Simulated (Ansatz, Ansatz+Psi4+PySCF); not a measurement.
```xyz
3

S     0.0000    0.0000    0.1025
H     0.0000    0.9663   -0.8202
H     0.0000   -0.9663   -0.8202
```

Basis set: cc-pVTZ on H; cc-pV(T+d)Z on S (spherical functions). Frozen core: 5 orbitals. Charge 0, multiplicity 1.

Computed with Ansatz (development build ahead of 0.2.0); each method stands on the lowest determinant of its kind that the runs found. Restricted open shells among the atoms or ions are ROHF, correlated in semicanonical orbitals with singles.

The atomization energy at this shape (free ground-state atoms in the same class of orbitals less the molecule, no zero-point energy) of singlet H₂S:

```json
{"method": "RHF-MP2", "atomization energy": "731.7 kJ/mol"}
```

(1) What does RHF-CCSD(T) give?

Results:

(1) 746.0 kJ/mol.
